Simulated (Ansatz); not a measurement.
A made-up structure of AlSi2H5, closed shell:

Al1  (0.435, 0.900, 1.118)
Si2  (-1.341, 0.748, -0.494)
Si3  (0.948, -1.073, 0.330)
H4  (-2.299, -0.289, -0.342)
H5  (-1.488, 1.775, -1.464)
H6  (1.637, 1.732, 0.702)
H7  (2.265, -1.578, -0.149)
H8  (-0.013, -2.205, 0.391)
(Å)

It is relaxed with PBE-D4/def2-SVP and then PBE0-D4/def2-TZVP (Ansatz 0.2.0). Atoms count as bonded within 1.22 times the sum of their covalent radii (H–H: 0.88 Å). The end point is not checked to be a true minimum.

(1) Does its bonding change? (A judgement: the text doesn't fix the answer.)

Results:

(1) Computed: Yes. Formed: Si2–Si3; broken: none.

Where it ends: The first stage lowers the energy by 1.17 eV in 19 steps. It ends as AlSi₂H₅ ([AlH]1[SiH2][SiH2]1):
```xyz
8
angstrom
Al 0.7308 1.1056 0.9239
Si -0.9280 0.4674 -0.7005
Si 0.5132 -1.1627 0.1465
H -2.1351 0.4498 0.1873
H -1.3420 0.6968 -2.1128
H 1.4375 2.1996 1.8273
H 1.6817 -1.2044 -0.7909
H 0.1870 -2.5403 0.6096
```

Labels in which every atom is bracketed show which atoms are joined, not bond orders.

For scale, one of the runs: PBE0-D4/def2-TZVP relaxation, 141 basis functions, launched by `ansatz run in.yaml --threads 2 --pin off --events-out ev --progress --plain --max-ram 4352MiB`. The run took about 22 s on 2 CPU threads of an Arm Neoverse V2 (shared host).
